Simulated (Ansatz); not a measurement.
CO, the energy of protonation at one site

Computed with the Python package of Ansatz (0.2.0).

The script reads `co.xyz`:
```text
2

C     0.00000    0.00000    0.00000
O     0.00000    0.00000    1.31000
```

Typed at the interpreter:
```pycon
>>> import warnings
>>> import ansatz as az
>>> import numpy as np
>>> BASIS = "6-31G*"
>>> XC = "r2scan"
>>> CHARGE = 1
>>> FORCE_TOL = 0.01
>>> warnings.simplefilter("ignore", az.DeckWarning)
>>> mol = az.Crystal.molecule_from_extxyz("co.xyz")
>>> calc = mol.calculation().basis(gaussian=BASIS).functional(XC)
>>> symbols = [site.symbol for site in mol.cartesian_sites]
>>> start = np.array([site.position_ang for site in mol.cartesian_sites], dtype=float)
>>> report = calc.relax(force_tolerance=0.01).run().report

>>> end = np.array(report["positions_ang"])
>>> away = sum((end[1] - end[j]) / np.linalg.norm(end[1] - end[j]) for j in [0]) + np.array([0.15, 0.1, -0.2])
>>> proton = end[1] + 1.0 * away / np.linalg.norm(away)
>>> acid = az.Crystal.molecule()
>>> for symbol, place in zip(symbols, end):
...     acid = acid.atom(symbol, place.tolist())
...
>>> acid = acid.atom("H", proton.tolist())
>>> protonated = (
...     acid.calculation()
...     .basis(gaussian=BASIS)
...     .functional(XC)
...     .charge(CHARGE)
...     .relax(force_tolerance=FORCE_TOL, max_steps=80)
... )
>>> after = protonated.run().report
>>> xyz = np.array(after["positions_ang"])
>>> reach = np.linalg.norm(xyz[:-1] - xyz[-1], axis=1)
>>> print(f"base {report['free_energy_ev']:.5f} eV, protonated {after['free_energy_ev']:.5f} eV")
base -3081.60447 eV, protonated -3086.24800 eV
>>> print(f"the proton ends {reach.min():.3f} A from {symbols[reach.argmin()]}{reach.argmin()}")
the proton ends 1.002 A from O1
>>> print(f"electronic proton affinity {(report['free_energy_ev'] - after['free_energy_ev']):.3f} eV")
electronic proton affinity 4.644 eV
```

Total energies depend on the basis set; only differences at equal settings carry meaning. The proton is put on one chosen atom, which needn't be the most basic site, so the molecule's proton affinity can be higher; the ends are stationary points, not checked by frequencies, and zero-point and thermal terms count only where printed. The spin state was assumed, and another may lie lower. Timing: 7.7 s on 1 thread of Intel(R) Xeon(R) Platinum 8259CL CPU @ 2.50GHz (Skylake/Cascade Lake), on a shared host, peak memory 0.18 GiB.

(Lines on the test bed's own set-up are left out of the output.)
